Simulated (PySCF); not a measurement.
Ligands exchanged one at a time, B Cl-OH. Isolated molecules, 0 K electronic values unless said otherwise. One relaxed conformer stands for each flexible species; it need not be the lowest. Strings in code marks are SMILES.

Level of theory: ωB97X-D3(BJ)/def2-TZVP // PBE0-D3(BJ)/def2-TZVP in PySCF. Delta-SCF ions had no search for a lower state. 

```json
[
 {"species": "0 of 3 Cl replaced by OH", "vertical ionisation energy (Delta-SCF) (eV)": "11.82", "S1 oscillator strength": "0.000", "HOMO (eV)": "-11.59"},
 {"species": "1 of 3 Cl replaced by OH (`OB(Cl)Cl` (H–O–B–Cl torsion 180°))", "vertical ionisation energy (Delta-SCF) (eV)": "11.87", "S1 oscillator strength": "0.000", "HOMO (eV)": "-11.60"},
 {"species": "2 of 3 Cl replaced by OH", "vertical ionisation energy (Delta-SCF) (eV)": "12.08", "S1 oscillator strength": "0.000", "HOMO (eV)": "-11.70"},
 {"species": "3 of 3 Cl replaced by OH (`OB(O)O`)", "vertical ionisation energy (Delta-SCF) (eV)": "12.12", "S1 oscillator strength": "0.000", "HOMO (eV)": "-11.80"}
]
```
